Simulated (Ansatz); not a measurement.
# SiHO+ (triplet): wave-function methods side by side, def2-QZVPP

An exercise on one series of results from a longer session: the logs are not shown, and one member is left open.

Program: Ansatz 0.2.0, Gaussian basis. Level of theory: def2-QZVPP, core rule «outside noble gas», up to 6 orbitals frozen. These are calculated values, not measurements.

The runs, in order: UHF; ROHF; CCSD(T) on UHF.

2 further runs of the same task are left out: 2 set aside as unsound or not needed.

**What is computed**

The geometry is a PBE0/def2-TZVP stationary point (not a proven minimum) of the parent state, kept for this charge and spin.

3 atoms, charge 1, spin multiplicity 3.

Atoms are counted from 1 here; the program's logs count them from 0.

Bond lengths: Si1–O2 1.523 Å, Si1–H3 1.528 Å. Angles: O2–Si1–H3 118.9°.

Coordinates:

```
Si    0.0000   -0.1016    0.5148
O     0.0000    0.1077   -0.9938
H     0.0000    1.1216    1.4308
```

Set-up of the first run:

Contents of in.yaml:

```yaml
crystal:
  periodic: [false, false, false]
  atoms:
    - {symbol: Si, position_ang: [0.000000, -0.101589, 0.514766]}
    - {symbol: O, position_ang: [0.000000, 0.107669, -0.993765]}
    - {symbol: H, position_ang: [0.000000, 1.121646, 1.430812]}
basis:
  gaussian: {orbitals: "def2-QZVPP.json"}
total_charge: 1
magnetization: {spin_polarized: true, initial_magnetization: 2}
hamiltonian: {xc: hf}
output: {orbitals: {seedname: orbitals}}
```

Run with:

```console
> ansatz run in.yaml --threads 1 --pin off --events-out ev --progress --plain --max-ram 4096MiB --backend cpu
```

Steps of the session up to this table: UHF; ROHF; CCSD(T) on UHF.

One table of the session follows, with a row left open; its other results are not shown here.

It belongs to the step «Misses and costs». 

| method | from UCCSD(T) (meV) |
| --- | --- |
| ROHF | +8422.8 |
| UHF | ? |
| UMP2 | +881.1 |
| UCCSD | +276.0 |
| UCCSD(T) | 0 |

Q: Estimate the row for UHF from the others.

As computed: from UCCSD(T) (meV): +8223.7. In the column «from UCCSD(T) (meV)» it lies between UMP2 (+881.1) and ROHF (+8422.8).
